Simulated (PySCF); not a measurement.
Energy landscape of H3N, singlet: umbrella (inversion) coordinate, bond length relaxed. Scanned: angle between the N-H bonds and the threefold axis (90 = planar). Other coordinates (N-H bond length) were minimised at PBE0/def2-TZVP.

M06-2X/cc-pVTZ (PySCF); MP2 on RHF/cc-pVTZ, 1 core orbital frozen (PySCF); wB97X-V/cc-pVTZ (PySCF); CCSD(T) on RHF/cc-pVTZ, 1 core orbital frozen (PySCF).

Energies relative to the lowest point of each profile, in kcal/mol:

```json
[
 {"a / °": "90", "M06-2X": "5.3", "MP2": "5.9", "wB97X-V": "5.2"},
 {"a / °": "93", "M06-2X": "5.1", "MP2": "5.7", "wB97X-V": "5.0"},
 {"a / °": "96", "M06-2X": "4.5", "MP2": "5.0", "wB97X-V": "4.4"},
 {"a / °": "99", "M06-2X": "3.6", "MP2": "4.1", "wB97X-V": "3.6"},
 {"a / °": "105", "M06-2X": "1.4", "MP2": "1.7", "wB97X-V": "1.4"},
 {"a / °": "108", "M06-2X": "0.5", "MP2": "0.7", "wB97X-V": "0.5"},
 {"a / °": "111", "M06-2X": "0.0", "MP2": "0.1", "wB97X-V": "0.0"},
 {"a / °": "114", "M06-2X": "0.1", "MP2": "0.0", "wB97X-V": "0.1"},
 {"a / °": "117", "M06-2X": "0.9", "MP2": "0.7", "wB97X-V": "1.0"},
 {"a / °": "120", "M06-2X": "2.8", "MP2": "2.5", "wB97X-V": "2.9"},
 {"a / °": "126", "M06-2X": "10.5", "MP2": "9.7", "wB97X-V": "10.6"},
 {"a / °": "132", "M06-2X": "24.5", "MP2": "23.0", "wB97X-V": "24.7"}
]
```

**Question.** What does CCSD(T) give at the same points?

**Answer.** 90: 6.4; 93: 6.1; 96: 5.5; 99: 4.5; 105: 2.0; 108: 0.9; 111: 0.1; 114: 0.0; 117: 0.7; 120: 2.4; 126: 9.6; 132: 23.2 (kcal/mol).
